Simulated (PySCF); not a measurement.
# A search over the determinants of MgP

Unrestricted PBE0; PySCF, spin-free X2C with a Gaussian nucleus, basis sets Mg x2c-TZVPPall, P x2c-TZVPPall. Outer shells of the fragments: Mg 3s2; P 3s2 3p3.

Followed along the bond (rough minima from three points):

```
2Ms+1   unpaired  ⟨S²⟩ at the start  R at minimum (Å)  Te (eV)
    4  σ ↑, π ↑↑               3.76              2.54     0.00
    2  σ ↓, π ↑↑               1.76              2.51     0.14
    2        π ↑               0.97              2.32     0.38
    2  σ ↑, π ↑↓               1.77              2.52     0.39
    4  σ ↑↑, π ↑               3.76              2.41     1.48
```

Solutions found at the starting distance of 2.420 Å, counted from the lowest of them; the search is not exhaustive and high or unbound solutions are not listed, so other states can lie among these:

```json
{"2Ms+1": "4", "unpaired": "σ ↑, π ↑↑", "term": "⁴Σ⁻", "E (eV)": "0.00", "⟨S²⟩": "3.76", "⟨Lz²⟩": "0.00", "μ (D)": "-1.62"}
{"2Ms+1": "2", "unpaired": "σ ↓, π ↑↑", "term": "mixed", "E (eV)": "0.13", "⟨S²⟩": "1.76", "⟨Lz²⟩": "0.00", "μ (D)": "-1.78"}
{"2Ms+1": "2", "unpaired": "σ ↑, π ↑↓", "term": "mixed", "E (eV)": "0.38", "⟨S²⟩": "1.77", "⟨Lz²⟩": "2.03", "μ (D)": "-1.70"}
{"2Ms+1": "2", "unpaired": "π ↑", "term": "²Π", "E (eV)": "0.39", "⟨S²⟩": "0.97", "⟨Lz²⟩": "1.01", "μ (D)": "-5.25"}
{"2Ms+1": "4", "unpaired": "σ ↑↑, π ↑", "term": "⁴Π", "E (eV)": "1.45", "⟨S²⟩": "3.76", "⟨Lz²⟩": "1.02", "μ (D)": "-2.77"}
{"2Ms+1": "2", "unpaired": "σ ↑", "term": "mixed", "E (eV)": "1.49", "⟨S²⟩": "0.75", "⟨Lz²⟩": "2.01", "μ (D)": "-1.63"}
{"2Ms+1": "4", "unpaired": "π ↑↑↑", "term": "⁴Π", "E (eV)": "2.55", "⟨S²⟩": "3.77", "⟨Lz²⟩": "1.00", "μ (D)": "-1.75"}
{"2Ms+1": "2", "unpaired": "π ↑", "term": "²Π", "E (eV)": "3.71", "⟨S²⟩": "0.76", "⟨Lz²⟩": "1.01", "μ (D)": "4.96"}
```

A term symbol is given only where ⟨S²⟩ and ⟨Lz²⟩ are close to those of a pure state; real π, δ and φ orbitals otherwise mix terms. A positive dipole means Mg(−)P(+).
